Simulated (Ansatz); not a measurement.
I need the energy of protonation at one site of CH3NS, SMILES N=CS. Use Ansatz 0.2.0, Python API. Settings (for the species named): Hartree-Fock, def2-SVP basis, multiplicity 1.

```xyz
6

N    -1.0131   -0.7386   -0.5842
C    -0.0955    0.0012   -0.1215
S     0.6349   -0.4874    1.3522
H    -1.3233   -0.2641   -1.4724
H     0.2774    0.9035   -0.6469
H     1.5616    0.5213    1.4267
```

The script, `ch3ns_pa.py`:
```python
"""Proton affinity of CH3NS at one site."""

import warnings

import ansatz as az
import numpy as np

warnings.simplefilter("ignore", az.DeckWarning)

geometry_ang = [
    ("N", (-1.0131, -0.7386, -0.5842)),
    ("C", (-0.0955, 0.0012, -0.1215)),
    ("S", (0.6349, -0.4874, 1.3522)),
    ("H", (-1.3233, -0.2641, -1.4724)),
    ("H", (0.2774, 0.9035, -0.6469)),
    ("H", (1.5616, 0.5213, 1.4267)),
]
molecule = az.Crystal.molecule()
for symbol, xyz in geometry_ang:
    molecule = molecule.atom(symbol, xyz)

job = molecule.calculation().basis(gaussian="def2-SVP").functional("hf")
symbols = [site.symbol for site in molecule.cartesian_sites]
start = np.array([site.position_ang for site in molecule.cartesian_sites], dtype=float)
data = job.relax(force_tolerance=0.01).run().report
end = np.array(data["positions_ang"])

# start the new hydrogen opposite the existing bonds
away = sum((end[2] - end[j]) / np.linalg.norm(end[2] - end[j]) for j in [1, 5]) + np.array([0.15, 0.1, -0.2])
proton = end[2] + 1.4 * away / np.linalg.norm(away)
acid = az.Crystal.molecule()
for symbol, place in zip(symbols, end):
    acid = acid.atom(symbol, place.tolist())
acid = acid.atom("H", proton.tolist())
protonated = (
    acid.calculation()
    .basis(gaussian="def2-SVP")
    .functional("hf")
    .charge(1)
    .relax(force_tolerance=0.01, max_steps=80)
)
after = protonated.run().report
xyz = np.array(after["positions_ang"])
reach = np.linalg.norm(xyz[:-1] - xyz[-1], axis=1)
print(f"base {data['free_energy_ev']:.5f} eV, protonated {after['free_energy_ev']:.5f} eV")
print(f"the proton ends {reach.min():.3f} A from {symbols[reach.argmin()]}{reach.argmin()}")
print(f"electronic proton affinity {(data['free_energy_ev'] - after['free_energy_ev']):.3f} eV")
```

```console
$ python ch3ns_pa.py
base -13370.81843 eV, protonated -13378.76561 eV
the proton ends 1.343 A from S2
electronic proton affinity 7.947 eV
```

Caveats:
- Total energies depend on the basis set; only differences at equal settings carry meaning.
- The proton is put on one chosen atom, which needn't be the most basic site, so the molecule's proton affinity can be higher; the ends are stationary points, not checked by frequencies, and zero-point and thermal terms count only where printed.
- Hartree-Fock leaves correlation out, so bond, atomisation and ionisation energies come out well too low.
- Finished in 21 s on 1 thread of Arm Neoverse V1 (shared host), peak memory 0.17 GiB.
